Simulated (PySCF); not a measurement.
Gas-phase reaction: 2 HPO3 + PH2 + PO2 = 4 HPO2

Energies from PySCF, thermal terms from the rigid-rotor harmonic-oscillator model, ideal gas at 1 bar. † marks an energy on the PBE0/def2-TZVP geometry and frequencies. MP2 and CCSD(T) freeze the core. Open shells (unrestricted): PH2 (multiplicity 2), PO2 (multiplicity 2); the rest are closed-shell singlets. HPO3, PH2, HPO2: computed as isolated molecules; such fragments, hydroxides, amides, oligomers or adducts are transient or little studied in the gas. MP2 isn't extrapolated to the basis-set limit; its ΔH°(298 K) is -292.7 kJ in def2-SVP and -258.4 kJ in def2-TZVPP. CCSD(T) isn't extrapolated to the basis-set limit; its ΔH°(298 K) is -315.3 kJ in def2-SVP and -275.7 kJ in def2-TZVPP. The harmonic model lacks anharmonicity and excited electronic states, which grow with temperature; levels with a mode under 35 cm⁻¹ are left out. Internal rotation in HPO3, HPO2 is treated as a harmonic vibration of one conformer, which makes the entropy rough.

ΔH° and ΔS° at 298 K: CCSD(T)/def2-TZVPP† -276 kJ, 21 J/K; MP2/def2-SVP† -293 kJ, 21 J/K; MP2/def2-TZVPP† -258 kJ, 21 J/K; PBE0/def2-SVP† -288 kJ, 21 J/K.

Q: With the heat capacities included, give log10 K (1 bar) at 500, 600, 800, 1200, 2500 K from CCSD(T)/def2-TZVPP†, MP2/def2-SVP†, MP2/def2-TZVPP†, PBE0/def2-SVP†.

A: 
```tsv
T (K)	CCSD(T)/def2-TZVPP†	MP2/def2-SVP†	MP2/def2-TZVPP†	PBE0/def2-SVP†
500	29.9	31.7	28.1	31.2
600	25.1	26.6	23.6	26.2
800	19.1	20.2	18.0	19.9
1200	13.1	13.9	12.4	13.7
2500	6.8	7.2	6.5	7.1
```
